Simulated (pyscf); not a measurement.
H₃C–GeH₃ (SMILES [CH3][GeH3]) → H₂C=GeH₂ (SMILES [CH2]=[GeH2]) + H₂ (SMILES [H][H]), an elimination (singlet surface; C–H, Ge–H broken, H–H formed). Single points on ωB97X-D3(BJ)/def2-SVP structures (PySCF, gas phase). Energies in eV from the reactant's lowest minimum found.

GFN2-xTB: tblite. 

**Question.** In single points GFN2-xTB puts the saddle at 4.12 eV and the reaction energy at +2.91 eV. Should these be trusted to within a few kcal/mol? Compare with ωB97M-D3(BJ)/def2-TZVP.

**Answer.** ωB97M-D3(BJ)/def2-TZVP gives ΔE‡ = 4.39 eV and ΔE = +2.54 eV. GFN2-xTB lies 0.27 eV under it in the barrier and 0.37 eV over it in the reaction energy, so on this step it does not hold to within 0.13 eV. ωB97M-D3(BJ)/def2-TZVP has limits of its own. At the saddle there is also a short Ge–H contact that neither side keeps. The same reactants have a lower exit, to GeH₂ [singlet] + CH₄ (barrier +2.78 eV at ωB97M-D3(BJ)/def2-TZVP, against +4.39 eV here). H₂C=GeH₂ lies 0.72 eV over its isomer H₃C–GeH: [singlet] (electronic energy, ωB97M-D3(BJ)/def2-TZVP). This is the saddle that the search found; another between the same sides may lie lower. In the def2 sets elements up to Kr have no core potential.
